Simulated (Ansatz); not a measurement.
**How far each method lies from full CI for O₂⁺, doublet**

Geometry: that of the O2, triplet, kept fixed.

```xyz
2

O     0.0000    0.0000    0.0000
O     0.0000    0.0000    1.1928
```

Basis 6-31G; Ansatz 0.2.0. Correlated methods freeze the noble-gas cores, which leaves 11 electrons in 16 orbitals. R marks a restricted (for open shells ROHF) determinant, U an unrestricted one. Active spaces: valence = (11e, 8o) chosen from the atoms' valence shells.

Full CI is exact within this basis and frozen core; it isn't the basis-set limit. The frozen core follows each run's orbitals, which can shift R against U totals by a few meV.

HF rows are the lowest solutions found. Coupled cluster chose its determinant by trial CCSD, here up to 0.06 eV above the lowest Hartree–Fock solution of its kind, and MP2 stands on that determinant too.

The UHF ⟨S²⟩ is 1.382, the T1 diagnostic (RCCSD) is 0.0153 and the largest doubles amplitude (RCCSD) is 0.189.

```tsv
level	E − E(RHF) (eV)
RMP2	-9.3209
RCCSD*	-8.0486
RCCSD(T)*	-8.3644
```

**Question.** Estimate how far full CI in 6-31G lies from RCCSD(T). The table doesn't fix it; the size of (T) and the diagnostics are the guide.

**Answer.** Full CI in 6-31G lies 131 meV below RCCSD(T), which is 41 % of the (T) step (-316 meV). A doubles amplitude is large, and the rest is a large part of (T). The miss exceeds 1 kcal/mol.

The other levels:

```
                   level  E − E(full CI) (meV)  share of correlation (%)  wall time
                BCCD(T)*                   131                     98.45     0.87 s
                  RCCSDT                   144                     98.31          –
               RCCSDT(Q)                   -11                    100.12      4.5 s
                 RCCSDTQ                    17                     99.80       45 s
  CASSCF (valence space)                  2770                     67.40          –
  NEVPT2 (valence space)                   584                     93.12     0.78 s
  MRCISD (valence space)                   110                     98.70          –
MRCISD+Q (valence space)                    29                     99.65      1.5 s
```

An asterisk marks runs whose energy the program itself flagged as in doubt.

The correlation energy at full CI, counted from RHF, is -8.495 eV. That run took 3 min on 1 thread of Arm Neoverse V1, shared host over 4,372,368 determinants.

Run but not shown, since their state, orbitals or frozen core can't be matched to the reference's or they repeat it: UHF, UMP2, CISD, UCCSD, UCCSD(T), UCCSDT, CISDTQ, UCCSDT(Q), UCCSDTQ.

Times hold each run's SCF and search for its determinant on a shared host, so for small cases they say little of a method's own cost; they ran on 1 thread of Arm Neoverse V1.

More than 5 meV below full CI, which no variational method can be: RMP2, RCCSDT(Q).

The full-CI state has the irrep B2g of D2h, in the program's axes (one component, if the state is degenerate).

Natural occupations of full CI about the gap: 1.980 1.946 1.945 1.859 1.034 0.144 0.054 0.013 0.010 0.007; effectively unpaired electrons, Σ n²(2−n)², 1.17.
